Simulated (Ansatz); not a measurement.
Geometry optimisation, Ansatz 0.2.0, UKS PBE/def2-SVP.

The input (input.yaml):

```yaml
crystal:
  periodic: [false, false, false]
  atoms:
    - { symbol: Al, position_ang: [0.0, 0.0, 0.0] }
    - { symbol: F, position_ang: [0.0, 0.0, 1.94] }
    - { symbol: H, position_ang: [1.351, 0.0, -0.78] }
    - { symbol: H, position_ang: [-1.351, 0.0, -0.78] }
    - { symbol: O, position_ang: [0.0, 0.0, 3.47] }
    - { symbol: H, position_ang: [-0.5144, -0.8011, 3.8071] }
magnetization:
  spin_polarized: true
  initial_magnetization: 1
basis:
  gaussian: { orbitals: def2-SVP }
hamiltonian:
  xc: pbe
relax:
  f_tol: 0.15
  max_steps: 25
  restrain:
    - { distance: [1, 4], at: 2.43, k: 30.0 }
    - { distance: [0, 1], at: 1.69, k: 30.0 }
```

Launched with:

```bash
$ ansatz run input.yaml --threads 1 --pin off --max-ram 2048MiB --backend cpu --events-out ev --progress --plain --runs-dir out
```

**Question.** Where does it end, and by what steps?

**Answer.** It converged. The restraints hold the end off the free minimum. After 23 steps the energy has fallen by 4.780 eV (the restraints' own energy left out); F2 moved furthest, 1.84 Å. The start is strongly strained (largest force component 10 eV/Å). Joined: Al1–O5 (3.47 → 1.73 Å).

```tsv
step	energy less start (eV)	largest force component (eV/Å)	accepted
0	0.0000	9.659	yes
1	-2.2613	3.546	yes
2	-2.6670	1.489	yes
3	-2.7760	1.072	yes
4	-2.8153	0.246	yes
5	-2.8326	0.256	yes
6	-2.8575	0.480	no
7	-2.8429	0.363	yes
8	-2.8520	0.451	yes
9	-2.8748	0.311	yes
10	-2.9024	0.840	yes
11	-2.9249	0.632	yes
12	-2.9967	0.397	yes
13	-3.1216	0.578	yes
14	-3.3205	0.522	yes
15	-3.6063	0.879	yes
16	-4.0468	2.047	yes
17	-4.4092	1.335	yes
18	-4.6661	1.144	yes
19	-4.6951	1.207	yes
20	-4.7361	1.435	yes
21	-4.7584	1.640	yes
22	-4.7679	1.280	yes
23	-4.7803	1.329	yes
```

```xyz
6
Properties=species:S:1:pos:R:3
Al -0.028 -0.162 0.906
F -0.047 -1.761 1.411
H 1.119 0.496 -0.099
H -1.140 0.474 -0.184
O -0.174 0.461 2.513
H -0.245 -0.309 3.110
```

The run took 96 s on 1 thread of Arm Neoverse V1 (shared host), peak memory 0.15 GiB.
